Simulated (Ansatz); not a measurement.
**AlClHS radical: basis-set convergence**

Aim: see how fast density functionals and correlated methods converge with the basis set for AlClHS radical.

Program: Ansatz 0.2.0, Gaussian basis. Level of theory: one geometry, several basis sets. These are calculated values, not measurements.

Plan: PBE0-D4/def2-SVP; ωB97M-V/def2-SVP; PBE0-D4/def2-QZVPP; ωB97M-V/def2-QZVPP; CCSD(T)/cc-pV(D+d)Z; CCSD(T)/cc-pV(T+d)Z; CCSD(T)/cc-pV(Q+d)Z; the functionals' def2-TZVPP values are taken from earlier runs.

## Step 1: The geometry

All runs share one geometry, relaxed beforehand with PBE0-D4 in a triple-zeta def2 set.

SMILES `[SH][Al][Cl]`, 4 atoms, charge 0, spin multiplicity 2.

Atoms are counted from 1 here; the program's logs count them from 0.

Bond lengths: S1–Al2 2.193 Å, S1–H4 1.345 Å, Al2–Cl3 2.107 Å. Angles: Al2–S1–H4 92.8°, S1–Al2–Cl3 115.5°.

## Step 2: PBE0-D4 in def2-SVP

File in.yaml:

```yaml
crystal:
  periodic: [false, false, false]
  atoms:
    - {symbol: S, position_ang: [0.439797, 0.984948, -0.744682]}
    - {symbol: Al, position_ang: [-0.394099, -0.525921, 0.609129]}
    - {symbol: Cl, position_ang: [0.226178, -2.507442, 0.250987]}
    - {symbol: H, position_ang: [-0.216377, 1.988115, -0.135634]}
basis:
  gaussian: {orbitals: def2-SVP}
magnetization: {spin_polarized: true, initial_magnetization: 1}
hamiltonian: {xc: pbe0, dispersion: d4}
output: {orbitals: {seedname: orbitals}}
```

On the command line:

```
$ ansatz run in.yaml --threads 2 --pin off --events-out ev --progress --plain --max-ram 32768MiB --backend cpu
```

Further steps of the session: ωB97M-V in def2-SVP; PBE0-D4 in def2-QZVPP; ωB97M-V in def2-QZVPP; CCSD(T) in cc-pV(D+d)Z; CCSD(T) in cc-pV(T+d)Z; CCSD(T) in cc-pV(Q+d)Z.

**Question.** What will the summary of the whole plan be? Wanted: MP2 correlation recovered, cc-pV(D+d)Z; MP2 correlation recovered, cc-pV(T+d)Z; MP2 correlation recovered, cc-pV(Q+d)Z; CCSD(T) limit from def2 sets; PBE0-D4: double and triple zeta above quadruple; ωB97M-V: double and triple zeta above quadruple.

The runs gave:

```
                                                                 quantity           value
                                   MP2 correlation recovered, cc-pV(D+d)Z          64.7 %
                                   MP2 correlation recovered, cc-pV(T+d)Z          85.9 %
                                   MP2 correlation recovered, cc-pV(Q+d)Z          94.2 %
CCSD(T) limit from def2 sets (earlier runs) less the limit of this series        -152 meV
                          PBE0-D4: double and triple zeta above quadruple  11.36, 0.90 eV
                          ωB97M-V: double and triple zeta above quadruple  11.24, 0.87 eV
```

PBE0-D4 gains 10.46 eV from double to triple zeta, then 0.90 eV more. Correlation climbs from 65 % (cc-pV(D+d)Z) to 94 % (cc-pV(Q+d)Z) of the limit; Hartree-Fock is 0.077 eV from its own by then. A limit from the def2 sets, made apart, differs by 152 meV, a least measure of the doubt on such a limit. Total energies overstate the basis error of differences, where much of it tends to cancel.
